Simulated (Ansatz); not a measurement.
```yaml
crystal:
  periodic: [false, false, false]
  atoms:
    - {symbol: F, position_ang: [-1.914433, -0.172084, -0.007173]}
    - {symbol: Al, position_ang: [-0.402298, 0.543963, 0.009559]}
    - {symbol: Si, position_ang: [1.712743, -0.479324, -0.005663]}
    - {symbol: H, position_ang: [-0.870537, 2.038250, 0.037111]}
basis:
  gaussian: {orbitals: def2-TZVP}
magnetization: {spin_polarized: true, initial_magnetization: 3}
hamiltonian: {xc: pbe0}
relax: {f_tol: 0.004, max_steps: 80}
```

```sh
$ ansatz run in.yaml --threads 1 --pin off --events-out ev --progress --plain --max-ram 2176MiB
```

Steps of the relaxation (energy above the last step; positions in Å, forces in eV/Å):

```
4
step 1, 204.8 meV
F    -1.914   -0.172   -0.007    0.696   -0.425   -0.007
Al   -0.402    0.544    0.010   -1.492    0.116   -0.001
Si    1.713   -0.479   -0.006    0.213   -0.133   -0.002
H    -0.871    2.038    0.037    0.583    0.442    0.010
```

```
4
step 2, 35.3 meV
F    -1.865   -0.361   -0.011    0.884    0.547    0.012
Al   -0.479    0.606    0.011   -1.159   -0.380   -0.010
Si    1.632   -0.484   -0.006    0.099    0.010    0.000
H    -0.763    2.169    0.040    0.176   -0.177   -0.003
```

```
4
step 3, 11.6 meV
F    -1.873   -0.368   -0.011    0.577    0.386    0.009
Al   -0.506    0.597    0.010   -0.686   -0.314   -0.007
Si    1.632   -0.460   -0.005    0.043    0.005    0.000
H    -0.727    2.161    0.040    0.066   -0.078   -0.001
```

```
4
step 5, 0.0 meV
F    -1.873   -0.364   -0.011    0.002    0.001    0.000
Al   -0.528    0.586    0.010   -0.001   -0.002    0.000
Si    1.632   -0.442   -0.005   -0.001    0.000    0.000
H    -0.705    2.150    0.040    0.000    0.001    0.000
```

Close pairs at the end: Al2–H4 1.574 Å, F1–Al2 1.647 Å, Al2–Si3 2.392 Å.

A stationary point of unrestricted PBE0 after 5 steps, with ⟨S²⟩ = 3.751 against 3.75 for a pure state; no frequencies were run, so it isn't proven a minimum. 28 s on 1 thread of Arm Neoverse V1, shared host.
